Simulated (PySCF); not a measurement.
Excitation energies in several basis sets

CH₅ClSi.
SMILES with atom numbers: `[SiH3:1][CH2:2][Cl:3]` (hydrogens: H4, H5, H6 on Si1; H7, H8 on C2)

TDDFT with PBE0 (PySCF), vertical singlets, core orbitals frozen in the response, spherical d and f functions. Isolated species at its PBE0-D3(BJ)/def2-SVP geometry, gas phase.

```json
{"basis": "6-31G*", "functions": "60", "diffuse": "no", "S1 (eV)": "6.85", "S2 (eV)": "7.22", "S3 (eV)": "8.00", "S4 (eV)": "8.44", "S5 (eV)": "8.72", "LUMO (eV)": "0.32", "α (au)": "41.9"}
{"basis": "6-31+G*", "functions": "72", "diffuse": "yes", "S1 (eV)": "6.58", "S2 (eV)": "6.97", "S3 (eV)": "7.15", "S4 (eV)": "7.57", "S5 (eV)": "7.83", "LUMO (eV)": "-0.27", "α (au)": "47.6"}
{"basis": "def2-SVP", "functions": "75", "diffuse": "no", "S1 (eV)": "6.97", "S2 (eV)": "7.30", "S3 (eV)": "7.91", "S4 (eV)": "8.33", "S5 (eV)": "8.51", "LUMO (eV)": "0.50", "α (au)": "44.4"}
{"basis": "def2-SVPD", "functions": "111", "diffuse": "yes", "S1 (eV)": "6.67", "S2 (eV)": "7.06", "S3 (eV)": "7.42", "S4 (eV)": "7.86", "S5 (eV)": "8.06", "LUMO (eV)": "-0.08", "α (au)": "56.0"}
{"basis": "aug-cc-pVDZ", "functions": "122", "diffuse": "yes", "S1 (eV)": "6.53", "S2 (eV)": "6.95", "S3 (eV)": "7.04", "S4 (eV)": "7.46", "S5 (eV)": "7.60", "LUMO (eV)": "-0.34", "α (au)": "56.5"}
{"basis": "def2-TZVP", "functions": "135", "diffuse": "no", "S1 (eV)": "6.67", "S2 (eV)": "7.06", "S3 (eV)": "7.58", "S4 (eV)": "8.05", "S5 (eV)": "8.24", "LUMO (eV)": "0.04", "α (au)": "51.4"}
{"basis": "def2-TZVPD", "functions": "171", "diffuse": "yes", "S1 (eV)": "6.48", "S2 (eV)": "6.89", "S3 (eV)": "7.15", "S4 (eV)": "7.59", "S5 (eV)": "7.80", "LUMO (eV)": "-0.25", "α (au)": "56.9"}
{"basis": "aug-cc-pVTZ", "functions": "261", "diffuse": "yes", "S1 (eV)": "6.49", "S2 (eV)": "6.91", "S3 (eV)": "7.01", "S4 (eV)": "7.44", "S5 (eV)": "7.56", "LUMO (eV)": "-0.37", "α (au)": "57.1"}
```

Question: How much do these states and the polarisability depend on the basis?

Answer: States are compared by their number. Against the largest diffuse basis here (aug-cc-pVTZ, itself not a converged limit), sets without diffuse functions differ by up to 0.48 eV in S1 and 1.16 eV in S5; the smaller diffuse sets differ by up to 0.18 and 0.49 eV. State by state, the largest deviation of a set without diffuse functions is S1 0.48, S2 0.39, S3 0.99, S4 1.00, S5 1.16 eV. The same number needn't mean the same state in each row. Against aug-cc-pVTZ the polarisability deviates by -27% in 6-31G*, -17% in 6-31+G*, -22% in def2-SVP, -2% in def2-SVPD, -1% in aug-cc-pVDZ, -10% in def2-TZVP, 0% in def2-TZVPD. A single + in a Pople set puts diffuse functions on heavy atoms only.

Without π bonds the low states are Rydberg-like; a valence basis with one diffuse set may place them up to an eV too high.
